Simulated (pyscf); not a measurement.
Thermochemistry of product channels of Cl–In (SMILES [Cl][In]) [singlet] + H• (SMILES [H]) on the doublet surface, in eV, from CCSD(T)/def2-TZVPP + ΔMP2(QZVPP) energies (ideal gas, 1 atm, RRHO with modes under 100 cm⁻¹ raised to 100, one conformer, R ln 2 for rigid chiral ones). Single points on ωB97X-D3(BJ)/def2-SVP structures (PySCF, gas phase). MP2 and CC: frozen core, UHF for open shells. ΔMP2 is the change of the MP2 total energy from the triple- to the quadruple-zeta basis.

```csv
products,ΔE,ΔH(298 K),ΔG(900 K),ΔG(1200 K)
[Cl–InH]• (SMILES [Cl][InH]),-0.84,-0.76,+0.04,+0.32
InH (SMILES [InH]) [singlet] + Cl• (SMILES [Cl]),+1.84,+1.91,+1.89,+1.89
```

The channel to [Cl–InH]• turns unfavourable between 298 and 1200 K (ΔG from -0.51 eV to +0.32 eV).

These are energies of the channels, which say nothing of barriers. The CCSD(T) − MP2 part came from Ansatz, without density fitting, on the same reference. The frozen core leaves the outer d or s,p core shells of the metals and heavy elements correlated in the MP2 and CC values, and def2-TZVPP describes them poorly, which can shift differences by a few kcal/mol. Left out: orbital degeneracy and the spin-orbit lowering of Cl. Elements past Kr carry the def2 core potentials, without spin-orbit coupling.
